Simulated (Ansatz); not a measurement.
hcp Y, treated with PBE-D3(BJ) (Ansatz, a program for electronic structure, PAW).

Run with plane-wave cutoff 520 eV, 18×18×10 k mesh (along the axes of the cell as run), Fermi–Dirac smearing 0.05 eV, scalar-relativistic PAW data made under PBE.

Shape and atoms are relaxed at each volume.

Pressure at four volumes; x = ln(V/31.515 Å³). One pressure is withheld.

```tsv
V (Å³/atom)	x	P (GPa)
30.254	-0.0408	?
30.884	-0.0202	0.88
31.515	0.0000	0.00
32.775	0.0392	-1.56
```

### Question
Pass a parabola P(x) through the three rows shown, estimate the bulk modulus and its pressure derivative near zero pressure, and predict the withheld pressure.

### Answer
Slopes between the rows: (0.00 − (0.88))/(0.0000 − (-0.0202)) = -43.56 and (-1.56 − (0.00))/(0.0392 − (0.0000)) = -39.80 GPa. Their difference over the span 0.0594 is c = 3.76/0.0594 = 63.3 GPa, so P(x) = 0.88 + (-43.56)(x − (-0.0202)) + 63.3 (x − (-0.0202))(x − (0.0000)). At the middle row B = −dP/dx = −[-43.56 + 63.3 × 0.0202] = 42.3 GPa, and B′ = dB/dP = 2c/B = 3.0. At x = -0.0408 the parabola gives 1.83 GPa; the run gives 1.81 GPa. The Birch–Murnaghan fit to the energies at all volumes has B0 = 42.0 GPa and B′ = 2.6.

Measured, for comparison: bulk modulus 41.7 GPa (zero-point energy and finite temperature contributions removed, our sources range from 37.3 to 41.7; as tabulated in doi:10.1021/acs.jctc.3c00612). Computed (rounded) less measured: bulk modulus +0.7 % (+0.7 % to +13 % over the range).

Note: the bulk modulus comes from volumes at which shape and atoms were relaxed.
